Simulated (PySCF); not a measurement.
# C₅H₉F: geometry, NMR shifts, spin-spin couplings, electronic excitations and core binding energies

Aim: predict the NMR shifts, spin-spin couplings, electronic excitations and core binding energies of C₅H₉F (`C/C=C/[C@@H](C)F`).

Programs: PySCF 2.14.0, with density-fitted response routines of our own. Each step states its level of theory. These are calculated values for one molecule in the gas phase, unless marked as measured. Atoms are numbered from 0 throughout.

### Step 1. The molecule as given

15 atoms, charge 0, multiplicity 1; geometry from: MMFF94s. The atoms were then displaced at random by about 0.03 Å, so the start is not that level's minimum.

Bonds of the start (Å): C0–C1 1.55, C1–C2 1.37, C2–C3 1.35, C3–C4 1.58, C3–F5 1.36, C0–H6 1.13, C0–H7 1.16, C0–H8 0.99, C1–H9 1.06, C2–H10 1.13, C3–H11 1.15, C4–H12 1.14, C4–H13 1.11, C4–H14 1.06.

### Step 2. Optimising the geometry at PBE0-D3(BJ)/def2-SVP

Job settings and geometry (Å):

```
{"job": {"xc": "PBE0", "basis": "def2-SVP", "d3": "d3bj", "grid": 1, "shake": 0.03, "kind": "geom"}, "charge": 0, "multiplicity": 1}
C      2.620180     0.160460     0.050420
C      1.192600    -0.347320    -0.257420
C      0.039970    -0.049750     0.422180
C     -1.161310    -0.609580     0.160250
C     -2.268540     0.444920    -0.234200
F     -1.230240    -1.502440    -0.859780
H      2.572420     0.918800     0.890020
H      2.973450     0.799900    -0.850920
H      3.258730    -0.552580     0.320500
H      1.139350    -1.035550    -1.057510
H      0.135870     0.637130     1.313790
H     -1.592670    -1.152210     1.077970
H     -2.456400     1.236040     0.567170
H     -3.289660     0.026390    -0.380870
H     -1.966520     0.949680    -1.117580
```

Command:

```bash
OMP_NUM_THREADS=1 python probes_run.py task.json out
```

One launch serves the whole session: the jobs run in the order shown.

**Question.** This job is followed by: GIAO PBE0/pcSseg-1 NMR shielding, non-relativistic, gas phase; B3LYP/pcJ-1 indirect spin-spin coupling, non-relativistic, gas phase; TDDFT CAM-B3LYP/def2-SVPD, vertical, gas phase, core orbitals frozen in the response; GIAO HF/pcSseg-2 NMR shielding, non-relativistic, gas phase; delta-SCF UKS SCAN, pcX-2 on the ionised atom, pcseg-1 elsewhere, spin-free X2C. What will the session give for the following? point group; rotational constants (main isotopes); ¹³C shifts against TMS (PBE0/pcSseg-1); ¹H shifts against TMS (PBE0/pcSseg-1, means over atoms taken as alike); ¹⁹F shifts against CFCl3 (PBE0/pcSseg-1); surface potential, 1st and 99th percentile; largest coupling of the table (B3LYP/pcJ-1); lowest singlet (CAM-B3LYP/def2-SVPD); brightest single state of those computed; lowest triplet; vertical ionisation energy (ΔSCF); C1s binding energies, SCAN/pcX-2; F1s binding energies, SCAN/pcX-2; range of the shift of F5.

The runs gave:

| quantity | value |
| --- | --- |
| point group | C1 |
| rotational constants (main isotopes) | 7.46, 1.88, 1.63 GHz |
| ¹³C shifts against TMS (PBE0/pcSseg-1) | 138.8, 131.8, 89.0, 23.8, 20.8 ppm |
| ¹H shifts against TMS (PBE0/pcSseg-1, means over atoms taken as alike) | 6.07, 5.48, 4.99, 1.83, 1.26 ppm |
| ¹⁹F shifts against CFCl3 (PBE0/pcSseg-1) | -209.3 ppm |
| surface potential, 1st and 99th percentile | -1.10 V and 0.86 V |
| largest coupling of the table (B3LYP/pcJ-1) | ¹J(C,F) C3–F5, -230.8 Hz |
| lowest singlet (CAM-B3LYP/def2-SVPD) | 7.00 eV (177 nm), f = 0.080 |
| brightest single state of those computed | state 2, 7.25 eV, f = 0.433 |
| lowest triplet | 4.35 eV |
| vertical ionisation energy (ΔSCF) | 9.37 eV |
| C1s binding energies, SCAN/pcX-2 | C3 292.95, C0 290.81, C4 290.79, C1 290.27, C2 290.19 eV |
| F1s binding energies, SCAN/pcX-2 | F5 692.09 eV |
| range of the shift of F5 | -209.3 to -171.3 ppm |

What this shows: The start was shaken at random, so part of the energy gained undoes that. The optimisation took 7 steps and gained 1.152 eV; among the close pairs (by a distance rule), C2–C3 changed most, from 1.351 to 1.497 Å. No frequency check was run at this level, so the end point may be a saddle. At PBE0/pcSseg-1: The largest span, 233 ppm, is at C1, where the paramagnetic term is -203 ppm. Of the pairs tabulated at B3LYP/pcJ-1, C3–F5 couples most strongly (-230.8 Hz; Fermi contact -274.9 Hz). Couplings across rotatable bonds belong to this one conformer; where others are populated, the observed values are averages. The first singlet state (HOMO→LUMO 0.64, HOMO→LUMO+1 0.27) lies at 7.00 eV and is bright; of the 10 states computed, the strongest absorption comes from state 2 at 7.25 eV. The lowest triplet lies 2.65 eV below the lowest singlet (triplets in Tamm-Dancoff, singlets in full TDDFT). At CAM-B3LYP/def2-SVPD, the highest states lie near or above the ionisation energy, where they hang on the basis. ΔSCF puts the ionisation energy at 9.37 eV, 0.85 eV above −ε(HOMO). In ppm, F5 moves most: its shift spreads over 38.0 ppm, from -209.3 (PBE0/pcSseg-1) to -171.3 (HF/pcSseg-2).
